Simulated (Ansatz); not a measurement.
# Basis-set limit of CH$_{4}$S, triplet

| atom | x (Å) | y (Å) | z (Å) |
| --- | --- | --- | --- |
| C | -2.1293 | 0.0000 | 0.0000 |
| H | -2.4925 | 1.0273 | 0.0000 |
| H | -2.4925 | -0.5137 | 0.8897 |
| H | -2.4925 | -0.5137 | -0.8897 |
| H | -0.7333 | 0.0000 | 0.0000 |
| S | 1.0557 | 0.0000 | 0.0000 |

Connectivity, by distances: CH3 ··· S ··· H, 1 bridging H.

Ansatz 0.2.0, UHF determinant, valence electrons correlated. Energies in eV.

| set | X | functions | Hartree–Fock | MP2 correlation | CCSD(T) correlation | time |
| --- | --- | --- | --- | --- | --- | --- |
| def2-TZVPP | 3 | 129 | -11909.4001 | -8.8794 | -10.4654 | 3.2 s on 1 × NVIDIA H100 80GB HBM3 with 1 thread of AMD EPYC 7R13 Processor (Zen 3), with other jobs on the host |
| def2-QZVPP | 4 | 247 | -11909.7610 | -9.5395 | -11.0639 | 12 s on 1 × NVIDIA H100 80GB HBM3 with 1 thread of AMD EPYC 7R13 Processor (Zen 3) (shared host) |

Hartree–Fock is taken to follow E(X) = E∞ + A·exp(−7.88·√X), correlation E(X) = E∞ + B·X^−2.97.

Cautions: lower spins were not checked.

Task: Work out the CCSD(T) energy at the limit, and how far the shortcut misses it that extrapolates MP2 and adds CCSD(T) minus MP2 from the smaller set.

Result: Hartree–Fock: E∞ = E4 + 0.1377·(E4 − E3) = -11909.8107. Correlation: E∞ = E4 + 0.7407·(E4 − E3) = -11.5072 for CCSD(T) and -10.0285 for MP2. The limit is -11921.3179 eV, 0.493 eV below def2-QZVPP. The shortcut gives a correlation energy of -10.0285 + (-1.5860) = -11.6146, 107 meV lower than the direct value.

Past Ne part of the Hartree–Fock step between the two sets comes from the cores, which don't follow the formula, so the 50 meV that it adds to the total can overshoot; that part largely cancels in differences.
